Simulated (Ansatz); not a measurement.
bcc Ba was calculated with RPBE in Ansatz (plane waves, PAW).

Run with plane-wave cutoff 520 eV, 16×16×16 k mesh, Fermi–Dirac smearing 0.05 eV, scalar-relativistic PAW data made under PBE.

Results at a series of volumes:

| V (Å³/atom) | E − E_lowest (meV/atom) |
|---|---|
| 64.566 | 5.85 |
| 65.940 | 2.37 |
| 67.314 | 0.46 |
| 68.688 | 0.00 |
| 70.061 | 0.88 |
| 71.435 | 2.99 |
| 72.809 | 6.25 |

Problem. Fit the third-order Birch–Murnaghan equation and give B0 and B′.

Solution. V0 = 68.459 Å³/atom, B0 = 7.88 GPa, B′ = 2.9 (fit to the energies at full precision).

Measured, for comparison: bulk modulus 9.34 GPa (corrected for temperature and zero-point phonon effects, our sources range from 9.34 to 10.6; as tabulated in Levämäki et al. (2014), arXiv:1402.3671); equilibrium volume per atom 62.31 Å³/atom (low-temperature or extrapolated to 0 K; zero-point anharmonic expansion removed; as tabulated in Csonka et al. (2009), arXiv:0903.4037). Computed (rounded) less measured: bulk modulus -16 % (-16 % to -26 % over the range), equilibrium volume per atom +9.9 %.

Spin–orbit coupling is not included.

Static lattice: no zero-point or thermal effects.

Computing time: around 80 core-seconds (rough).

Ansatz is a program for electronic structure.
